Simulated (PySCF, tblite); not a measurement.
# PH₂−: changes of charge, part 2 of 2

tblite 0.8.0 and PySCF 2.14.0. Atoms count from 0.

## 18. Single point (PH2 radical, [PH2]): wavefunction

Geometry: PBE0-D3(BJ)/ma-def2-SVP.

Job settings and geometry (Å):

```
{"job": {"kind": "sp", "xc": "CCSD(T)", "basis": "aug-cc-pVTZ", "grid": 2}, "charge": 0, "multiplicity": 2}
P      0.024506     0.657512    -0.011675
H     -1.016885    -0.325825    -0.044250
H      1.039151    -0.353839    -0.000151
```

Method: wavefunction single point, frozen core, gas phase.

The program printed:

```text
final grid: 22672 points
cycle   1  E = -341.8828211693  dE = -3.912e-02  |g| = 6.883e-02  |ddm| = 5.425e-01
cycle   2  E = -341.8863574856  dE = -3.536e-03  |g| = 2.250e-02  |ddm| = 1.794e-01
cycle   3  E = -341.8869581892  dE = -6.007e-04  |g| = 1.087e-02  |ddm| = 5.128e-02
cycle   4  E = -341.8872058197  dE = -2.476e-04  |g| = 2.535e-03  |ddm| = 4.939e-02
cycle   5  E = -341.8872198309  dE = -1.401e-05  |g| = 7.754e-04  |ddm| = 1.192e-02
cycle   6  E = -341.8872212181  dE = -1.387e-06  |g| = 2.123e-04  |ddm| = 3.339e-03
cycle   7  E = -341.8872213283  dE = -1.102e-07  |g| = 4.957e-05  |ddm| = 9.183e-04
cycle   8  E = -341.8872213341  dE = -5.813e-09  |g| = 2.240e-05  |ddm| = 2.536e-04
converged SCF energy = -341.8872213341
E(HF, exact integrals) = -341.8872243523
E(MP2) = -342.0271964802
E(CCSD) = -342.0538869649
E(CCSD(T)) = -342.0598425068
T1 diagnostic = 0.0227
```

Wall time 32 s (1 thread of Arm Neoverse V1, shared host); peak memory 3.4 GiB.

## 19. Changes of charge: CCSD(T)/aug-cc-pVTZ

This step combines the energies above: geometries from PBE0-D3(BJ)/ma-def2-SVP, zero-point and thermal terms from PBE0-D3(BJ)/ma-def2-SVP.

Job settings and geometry (Å):

```
{"job": {"kind": "rx", "dirs": [1], "geom": {"xc": "PBE0", "basis": "ma-def2-SVP", "d3": "d3bj", "grid": 1}, "hess": 1, "level": {"xc": "CCSD(T)", "basis": "aug-cc-pVTZ"}}, "charge": -1, "multiplicity": 1}
P      0.011311     0.662982    -0.005832
H     -1.031417    -0.334065    -0.022965
H      1.043920    -0.344663    -0.000207
```

Output (the driver's rows laid out field by field):

```text
ionisation and electron attachment, CCSD(T)/aug-cc-pVTZ // PBE0-D3(BJ)/ma-def2-SVP

row 1
  change                  oxidation
  charge                  0
  multiplicity            2
  vertical_ev             1.1924
  vertical_s2             0.77
  formula                 H2P
  smiles                  [PH2]
  kept                    yes
  pieces                  1
  point_group             C2v
  adiabatic_electronic_ev 1.1866
  adiabatic_ev            1.2005
  free_energy_ev          1.1832
  s2                      0.77
  bonds_moved             0 2 1.443 1.433; 0 1 1.443 1.433
  spin_on                 0 P 1.064
  charge_moved            0 P 0.884
  vertical_back_ev        1.1873
  relaxation_parent_ev    -0.0007
  relaxation_ion_ev       0.0057
  reorganisation_ev       0.005
```

It took 82 s on 1 thread of Arm Neoverse V1, shared host; peak memory 3.4 GiB.

Energy taken up on oxidation, or given off on reduction (eV; adiabatic with zero-point energy):

```csv
change,product,vertical,adiabatic,free energy,reorganisation,⟨S²⟩
oxidation (multiplicity 2),[PH2],1.19,1.20,1.18,0.01,0.77
```

On oxidation to multiplicity 2 charge changes most on P0 (+0.88 e); the spin sits on P0 (1.06); the bond P0–H2 goes from 1.443 to 1.433 Å.

## 20. Single point (PH2−): wavefunction

Geometry: PBE0-D3(BJ)/ma-def2-SVP.

Job settings and geometry (Å):

```
{"job": {"kind": "sp", "xc": "MP2", "basis": "aug-cc-pVTZ", "grid": 2}, "charge": -1, "multiplicity": 1}
P      0.011311     0.662982    -0.005832
H     -1.031417    -0.334065    -0.022965
H      1.043920    -0.344663    -0.000207
```

Method: wavefunction single point, frozen core, gas phase.

The program printed:

```text
final grid: 22672 points
cycle   1  E = -341.8571173483  dE = -3.043e-01  |g| = 2.314e-01  |ddm| = 2.321e+00
cycle   2  E = -341.8853544049  dE = -2.824e-02  |g| = 1.084e-01  |ddm| = 7.575e-01
cycle   3  E = -341.8889119729  dE = -3.558e-03  |g| = 2.144e-02  |ddm| = 2.028e-01
cycle   4  E = -341.8893744395  dE = -4.625e-04  |g| = 6.644e-03  |ddm| = 8.869e-02
cycle   5  E = -341.8894351782  dE = -6.074e-05  |g| = 1.544e-03  |ddm| = 2.975e-02
cycle   6  E = -341.8894391830  dE = -4.005e-06  |g| = 3.275e-04  |ddm| = 8.644e-03
cycle   7  E = -341.8894393848  dE = -2.018e-07  |g| = 9.674e-05  |ddm| = 2.099e-03
cycle   8  E = -341.8894394002  dE = -1.548e-08  |g| = 2.648e-05  |ddm| = 5.576e-04
cycle   9  E = -341.8894394012  dE = -9.971e-10  |g| = 4.499e-06  |ddm| = 1.650e-04
converged SCF energy = -341.8894394012
E(HF, exact integrals) = -341.8892768827
E(MP2) = -342.0711589279
```

Run time: 1.2 s. Hardware: 1 thread of Arm Neoverse V1, shared host.

## 21. Single point (PH₂ radical): wavefunction

Geometry: PBE0-D3(BJ)/ma-def2-SVP, that of another charge or spin state.

Job settings and geometry (Å):

```
{"job": {"kind": "sp", "xc": "MP2", "basis": "aug-cc-pVTZ", "grid": 2}, "charge": 0, "multiplicity": 2}
P      0.011311     0.662982    -0.005832
H     -1.031417    -0.334065    -0.022965
H      1.043920    -0.344663    -0.000207
```

Method: wavefunction single point, frozen core, gas phase.

The program printed:

```text
final grid: 22672 points
cycle   1  E = -341.8824252782  dE = -3.923e-02  |g| = 6.909e-02  |ddm| = 5.429e-01
cycle   2  E = -341.8859775889  dE = -3.552e-03  |g| = 2.257e-02  |ddm| = 1.793e-01
cycle   3  E = -341.8865780076  dE = -6.004e-04  |g| = 1.089e-02  |ddm| = 5.094e-02
cycle   4  E = -341.8868267644  dE = -2.488e-04  |g| = 2.554e-03  |ddm| = 4.940e-02
cycle   5  E = -341.8868409949  dE = -1.423e-05  |g| = 7.847e-04  |ddm| = 1.201e-02
cycle   6  E = -341.8868424151  dE = -1.420e-06  |g| = 2.174e-04  |ddm| = 3.404e-03
cycle   7  E = -341.8868425324  dE = -1.172e-07  |g| = 5.456e-05  |ddm| = 9.662e-04
cycle   8  E = -341.8868425398  dE = -7.446e-09  |g| = 2.623e-05  |ddm| = 2.836e-04
converged SCF energy = -341.8868425398
E(HF, exact integrals) = -341.8868442544
E(MP2) = -342.0268544173
```

Run time: 1.8 s. Hardware: 1 thread of Arm Neoverse V1, shared host.

## 22. Single point (PH2−): wavefunction

Geometry: PBE0-D3(BJ)/ma-def2-SVP, that of another charge or spin state.

Job settings and geometry (Å):

```
{"job": {"kind": "sp", "xc": "MP2", "basis": "aug-cc-pVTZ", "grid": 2}, "charge": -1, "multiplicity": 1}
P      0.024506     0.657512    -0.011675
H     -1.016885    -0.325825    -0.044250
H      1.039151    -0.353839    -0.000151
```

Level: wavefunction single point, frozen core, gas phase.

The program printed:

```text
final grid: 22672 points
cycle   1  E = -341.8572193534  dE = -2.932e-01  |g| = 2.315e-01  |ddm| = 2.332e+00
cycle   2  E = -341.8855265008  dE = -2.831e-02  |g| = 1.083e-01  |ddm| = 7.602e-01
cycle   3  E = -341.8890618033  dE = -3.535e-03  |g| = 2.158e-02  |ddm| = 2.030e-01
cycle   4  E = -341.8895331632  dE = -4.714e-04  |g| = 6.713e-03  |ddm| = 9.034e-02
cycle   5  E = -341.8895954600  dE = -6.230e-05  |g| = 1.558e-03  |ddm| = 3.033e-02
cycle   6  E = -341.8895995561  dE = -4.096e-06  |g| = 3.320e-04  |ddm| = 8.825e-03
cycle   7  E = -341.8895997645  dE = -2.084e-07  |g| = 9.760e-05  |ddm| = 2.142e-03
cycle   8  E = -341.8895997801  dE = -1.567e-08  |g| = 2.623e-05  |ddm| = 5.644e-04
cycle   9  E = -341.8895997811  dE = -9.626e-10  |g| = 4.476e-06  |ddm| = 1.640e-04
converged SCF energy = -341.8895997811
E(HF, exact integrals) = -341.8894353267
E(MP2) = -342.0713037484
```

Wall time 1.2 s (1 thread of Arm Neoverse V1, shared host).

## 23. Single point (PH2 radical, [PH2]): wavefunction

Geometry: PBE0-D3(BJ)/ma-def2-SVP.

Job settings and geometry (Å):

```
{"job": {"kind": "sp", "xc": "MP2", "basis": "aug-cc-pVTZ", "grid": 2}, "charge": 0, "multiplicity": 2}
P      0.024506     0.657512    -0.011675
H     -1.016885    -0.325825    -0.044250
H      1.039151    -0.353839    -0.000151
```

Level: wavefunction single point, frozen core, gas phase.

The program printed:

```text
final grid: 22672 points
cycle   1  E = -341.8828211693  dE = -3.912e-02  |g| = 6.883e-02  |ddm| = 5.425e-01
cycle   2  E = -341.8863574856  dE = -3.536e-03  |g| = 2.250e-02  |ddm| = 1.794e-01
cycle   3  E = -341.8869581892  dE = -6.007e-04  |g| = 1.087e-02  |ddm| = 5.128e-02
cycle   4  E = -341.8872058197  dE = -2.476e-04  |g| = 2.535e-03  |ddm| = 4.939e-02
cycle   5  E = -341.8872198309  dE = -1.401e-05  |g| = 7.754e-04  |ddm| = 1.192e-02
cycle   6  E = -341.8872212181  dE = -1.387e-06  |g| = 2.123e-04  |ddm| = 3.339e-03
cycle   7  E = -341.8872213283  dE = -1.102e-07  |g| = 4.957e-05  |ddm| = 9.183e-04
cycle   8  E = -341.8872213341  dE = -5.813e-09  |g| = 2.240e-05  |ddm| = 2.536e-04
converged SCF energy = -341.8872213341
E(HF, exact integrals) = -341.8872243523
E(MP2) = -342.0271964659
```

It took 1.7 s on 1 thread of Arm Neoverse V1, shared host.

## 24. Changes of charge: MP2/aug-cc-pVTZ

This step combines the energies above: geometries from PBE0-D3(BJ)/ma-def2-SVP, zero-point and thermal terms from PBE0-D3(BJ)/ma-def2-SVP.

Job settings and geometry (Å):

```
{"job": {"kind": "rx", "dirs": [1], "geom": {"xc": "PBE0", "basis": "ma-def2-SVP", "d3": "d3bj", "grid": 1}, "hess": 1, "level": {"xc": "MP2", "basis": "aug-cc-pVTZ"}}, "charge": -1, "multiplicity": 1}
P      0.011311     0.662982    -0.005832
H     -1.031417    -0.334065    -0.022965
H      1.043920    -0.344663    -0.000207
```

Output (the driver's rows laid out field by field):

```text
ionisation and electron attachment, MP2/aug-cc-pVTZ // PBE0-D3(BJ)/ma-def2-SVP

row 1
  change                  oxidation
  charge                  0
  multiplicity            2
  vertical_ev             1.2056
  vertical_s2             0.77
  formula                 H2P
  smiles                  [PH2]
  kept                    yes
  pieces                  1
  point_group             C2v
  adiabatic_electronic_ev 1.1963
  adiabatic_ev            1.2101
  free_energy_ev          1.1929
  s2                      0.77
  bonds_moved             0 2 1.443 1.433; 0 1 1.443 1.433
  spin_on                 0 P 1.064
  charge_moved            0 P 0.884
  vertical_back_ev        1.2002
  relaxation_parent_ev    -0.0039
  relaxation_ion_ev       0.0093
  reorganisation_ev       0.0054
```

Wall time 6 s (1 thread of Arm Neoverse V1, shared host).

Energy taken up on oxidation, or given off on reduction (eV; adiabatic with zero-point energy):

```csv
change,product,vertical,adiabatic,free energy,reorganisation,⟨S²⟩
oxidation (multiplicity 2),[PH2],1.21,1.21,1.19,0.01,0.77
```

On oxidation to multiplicity 2 charge changes most on P0 (+0.88 e); the spin sits on P0 (1.06); the bond P0–H2 goes from 1.443 to 1.433 Å.

## 25. Single point (PH2−): HF/aug-cc-pVTZ

Geometry: PBE0-D3(BJ)/ma-def2-SVP.

Job settings and geometry (Å):

```
{"job": {"kind": "sp", "xc": "HF", "basis": "aug-cc-pVTZ", "grid": 2}, "charge": -1, "multiplicity": 1}
P      0.011311     0.662982    -0.005832
H     -1.031417    -0.334065    -0.022965
H      1.043920    -0.344663    -0.000207
```

The program printed:

```text
final grid: 22672 points
cycle   1  E = -341.8571173483  dE = -3.043e-01  |g| = 2.314e-01  |ddm| = 2.321e+00
cycle   2  E = -341.8853544049  dE = -2.824e-02  |g| = 1.084e-01  |ddm| = 7.575e-01
cycle   3  E = -341.8889119729  dE = -3.558e-03  |g| = 2.144e-02  |ddm| = 2.028e-01
cycle   4  E = -341.8893744395  dE = -4.625e-04  |g| = 6.644e-03  |ddm| = 8.869e-02
cycle   5  E = -341.8894351782  dE = -6.074e-05  |g| = 1.544e-03  |ddm| = 2.975e-02
cycle   6  E = -341.8894391830  dE = -4.005e-06  |g| = 3.275e-04  |ddm| = 8.644e-03
cycle   7  E = -341.8894393848  dE = -2.018e-07  |g| = 9.674e-05  |ddm| = 2.099e-03
cycle   8  E = -341.8894394002  dE = -1.548e-08  |g| = 2.648e-05  |ddm| = 5.576e-04
cycle   9  E = -341.8894394012  dE = -9.971e-10  |g| = 4.499e-06  |ddm| = 1.650e-04
converged SCF energy = -341.8894394012
```

Wall time 0.18 s (1 thread of Arm Neoverse V1, shared host).

## 26. Single point (PH2 radical): HF/aug-cc-pVTZ

Geometry: PBE0-D3(BJ)/ma-def2-SVP, that of another charge or spin state.

Job settings and geometry (Å):

```
{"job": {"kind": "sp", "xc": "HF", "basis": "aug-cc-pVTZ", "grid": 2}, "charge": 0, "multiplicity": 2}
P      0.011311     0.662982    -0.005832
H     -1.031417    -0.334065    -0.022965
H      1.043920    -0.344663    -0.000207
```

The program printed:

```text
final grid: 22672 points
cycle   1  E = -341.8824252782  dE = -3.923e-02  |g| = 6.909e-02  |ddm| = 5.429e-01
cycle   2  E = -341.8859775889  dE = -3.552e-03  |g| = 2.257e-02  |ddm| = 1.793e-01
cycle   3  E = -341.8865780076  dE = -6.004e-04  |g| = 1.089e-02  |ddm| = 5.094e-02
cycle   4  E = -341.8868267644  dE = -2.488e-04  |g| = 2.554e-03  |ddm| = 4.940e-02
cycle   5  E = -341.8868409949  dE = -1.423e-05  |g| = 7.847e-04  |ddm| = 1.201e-02
cycle   6  E = -341.8868424151  dE = -1.420e-06  |g| = 2.174e-04  |ddm| = 3.404e-03
cycle   7  E = -341.8868425324  dE = -1.172e-07  |g| = 5.456e-05  |ddm| = 9.662e-04
cycle   8  E = -341.8868425398  dE = -7.446e-09  |g| = 2.623e-05  |ddm| = 2.836e-04
converged SCF energy = -341.8868425398
```

It took 0.21 s on 1 thread of Arm Neoverse V1, shared host.

## 27. Single point (PH₂−): HF/aug-cc-pVTZ

Geometry: PBE0-D3(BJ)/ma-def2-SVP, that of another charge or spin state.

Job settings and geometry (Å):

```
{"job": {"kind": "sp", "xc": "HF", "basis": "aug-cc-pVTZ", "grid": 2}, "charge": -1, "multiplicity": 1}
P      0.024506     0.657512    -0.011675
H     -1.016885    -0.325825    -0.044250
H      1.039151    -0.353839    -0.000151
```

The program printed:

```text
final grid: 22672 points
cycle   1  E = -341.8572193534  dE = -2.932e-01  |g| = 2.315e-01  |ddm| = 2.332e+00
cycle   2  E = -341.8855265008  dE = -2.831e-02  |g| = 1.083e-01  |ddm| = 7.602e-01
cycle   3  E = -341.8890618033  dE = -3.535e-03  |g| = 2.158e-02  |ddm| = 2.030e-01
cycle   4  E = -341.8895331632  dE = -4.714e-04  |g| = 6.713e-03  |ddm| = 9.034e-02
cycle   5  E = -341.8895954600  dE = -6.230e-05  |g| = 1.558e-03  |ddm| = 3.033e-02
cycle   6  E = -341.8895995561  dE = -4.096e-06  |g| = 3.320e-04  |ddm| = 8.825e-03
cycle   7  E = -341.8895997645  dE = -2.084e-07  |g| = 9.760e-05  |ddm| = 2.142e-03
cycle   8  E = -341.8895997801  dE = -1.567e-08  |g| = 2.623e-05  |ddm| = 5.644e-04
cycle   9  E = -341.8895997811  dE = -9.626e-10  |g| = 4.476e-06  |ddm| = 1.640e-04
converged SCF energy = -341.8895997811
```

Wall time 0.18 s (1 thread of Arm Neoverse V1, shared host).

## 28. Single point (PH2 radical, [PH2]): HF/aug-cc-pVTZ

Geometry: PBE0-D3(BJ)/ma-def2-SVP.

Job settings and geometry (Å):

```
{"job": {"kind": "sp", "xc": "HF", "basis": "aug-cc-pVTZ", "grid": 2}, "charge": 0, "multiplicity": 2}
P      0.024506     0.657512    -0.011675
H     -1.016885    -0.325825    -0.044250
H      1.039151    -0.353839    -0.000151
```

The program printed:

```text
final grid: 22672 points
cycle   1  E = -341.8828211693  dE = -3.912e-02  |g| = 6.883e-02  |ddm| = 5.425e-01
cycle   2  E = -341.8863574856  dE = -3.536e-03  |g| = 2.250e-02  |ddm| = 1.794e-01
cycle   3  E = -341.8869581892  dE = -6.007e-04  |g| = 1.087e-02  |ddm| = 5.128e-02
cycle   4  E = -341.8872058197  dE = -2.476e-04  |g| = 2.535e-03  |ddm| = 4.939e-02
cycle   5  E = -341.8872198309  dE = -1.401e-05  |g| = 7.754e-04  |ddm| = 1.192e-02
cycle   6  E = -341.8872212181  dE = -1.387e-06  |g| = 2.123e-04  |ddm| = 3.339e-03
cycle   7  E = -341.8872213283  dE = -1.102e-07  |g| = 4.957e-05  |ddm| = 9.183e-04
cycle   8  E = -341.8872213341  dE = -5.813e-09  |g| = 2.240e-05  |ddm| = 2.536e-04
converged SCF energy = -341.8872213341
```

Run time: 0.21 s. Hardware: 1 thread of Arm Neoverse V1, shared host.

## 29. Changes of charge: HF/aug-cc-pVTZ

This step combines the energies above: geometries from PBE0-D3(BJ)/ma-def2-SVP, zero-point and thermal terms from PBE0-D3(BJ)/ma-def2-SVP.

Job settings and geometry (Å):

```
{"job": {"kind": "rx", "dirs": [1], "geom": {"xc": "PBE0", "basis": "ma-def2-SVP", "d3": "d3bj", "grid": 1}, "hess": 1, "level": {"xc": "HF", "basis": "aug-cc-pVTZ"}}, "charge": -1, "multiplicity": 1}
P      0.011311     0.662982    -0.005832
H     -1.031417    -0.334065    -0.022965
H      1.043920    -0.344663    -0.000207
```

Output (the driver's rows laid out field by field):

```text
ionisation and electron attachment, HF/aug-cc-pVTZ // PBE0-D3(BJ)/ma-def2-SVP

row 1
  change                  oxidation
  charge                  0
  multiplicity            2
  vertical_ev             0.0707
  vertical_s2             0.77
  formula                 H2P
  smiles                  [PH2]
  kept                    yes
  pieces                  1
  point_group             C2v
  adiabatic_electronic_ev 0.0604
  adiabatic_ev            0.0742
  free_energy_ev          0.057
  s2                      0.77
  bonds_moved             0 2 1.443 1.433; 0 1 1.443 1.433
  spin_on                 0 P 1.064
  charge_moved            0 P 0.884
  vertical_back_ev        0.0647
  relaxation_parent_ev    -0.0044
  relaxation_ion_ev       0.0103
  reorganisation_ev       0.0059
```

Wall time 0.91 s (1 thread of Arm Neoverse V1, shared host).

Energy taken up on oxidation, or given off on reduction (eV; adiabatic with zero-point energy):

```csv
change,product,vertical,adiabatic,free energy,reorganisation,⟨S²⟩
oxidation (multiplicity 2),[PH2],0.07,0.07,0.06,0.01,0.77
```

On oxidation to multiplicity 2 charge changes most on P0 (+0.88 e); the spin sits on P0 (1.06); the bond P0–H2 goes from 1.443 to 1.433 Å.

## 30. What came out

What follows sums up all 2 parts.

```
                                               quantity                                value
              strongest single infrared mode (GFN2-xTB)                2432 cm⁻¹, 442 km/mol
                           zero-point energy (GFN2-xTB)                         9.0 kcal/mol
                                            point group                                  C2v
                   rotational constants (main isotopes)           265.78, 232.82, 124.11 GHz
energy to remove an electron (PBE0-D3(BJ)/ma-def2-TZVP)  vertical 1.15 eV, adiabatic 1.16 eV
     energy to remove an electron (CCSD(T)/aug-cc-pVTZ)  vertical 1.19 eV, adiabatic 1.20 eV
         energy to remove an electron (MP2/aug-cc-pVTZ)  vertical 1.21 eV, adiabatic 1.21 eV
          energy to remove an electron (HF/aug-cc-pVTZ)  vertical 0.07 eV, adiabatic 0.07 eV
```

What this shows: No mode is imaginary among the 3: a minimum at this level. The strongest single mode, at 2432 cm⁻¹, moves mainly H2 and H1. GFN2-xTB is a fitted tight-binding method: band positions and strengths are rough. Its intensities can rank the bands wrongly. The optimisation took 3 steps and gained 0.222 eV; among the close pairs (by a distance rule), P0–H1 changed most, from 1.344 to 1.443 Å (PBE0/ma-def2-SVP). At PBE0-D3(BJ)/ma-def2-TZVP, relaxation with the zero-point term after oxidation moves the energy taken up from 1.15 eV (vertical) to 1.16 eV (adiabatic, with zero-point energy).
